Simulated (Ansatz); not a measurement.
Basis-set extrapolation for `[OH][AlH2]` (PBE0-D4/def2-TZVP geometry, frozen core, Ansatz 0.2.0). Multiplicity 1, RHF reference.

```tsv
	cc-pV(T+d)Z	cc-pV(Q+d)Z
HF	-318.613448	-318.623448
MP2 correlation	-0.332223	-0.358052
CCSD(T) correlation	-0.359872	-0.383662
```

Energies in hartree. Use E(X) = E(∞) + A·exp(−5.46·√X) for Hartree–Fock and E(X) = E(∞) + B·X^(−3.05) for correlation, with X = 3 and 4.

What is the CCSD(T) energy at the basis-set limit?

HF limit: -318.623448 + (-0.010000) × 0.30130 = -318.62646. Correlation limit: -0.383662 + (-0.023790) × 0.71189 = -0.40060. Total: -319.02706 hartree, 1.46 eV below CCSD(T)/cc-pV(T+d)Z.
